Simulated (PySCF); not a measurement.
Molecule: CH3NO, net charge 1, doublet state. 
Structure (B3LYP-D3(BJ)/def2-TZVP (Ansatz) minimum search):
```xyz
6

N     -1.0600     0.1757     0.1086
C      0.2164     0.3270    -0.0400
O      1.0761    -0.5959    -0.0897
H     -1.4845    -0.7428     0.2006
H     -1.6661     0.9877     0.1358
H      0.6634     1.3312    -0.1387
```
Charge +1, spin multiplicity 2.

Dispersion corrections to the total energy (kcal/mol) from the dftd3 and dftd4 libraries through PySCF: D3(BJ) without and D4 with the three-body term, each with the damping fitted for the functional named.

```
functional      D3(BJ)          D4
----------  ----------  ----------
PW6B95      (withheld)       -0.97
BHLYP            -2.00       -1.13
LC-wPBE          -1.35       -1.18
r2SCAN           -0.40       -0.25
CAM-B3LYP   (withheld)       -0.86
revPBE           -4.45       -4.32
HF              -16.12  (withheld)
```

Complete the blanks.


- PW6B95, D3(BJ): -0.65
- CAM-B3LYP, D3(BJ): -1.07
- HF, D4: -4.74
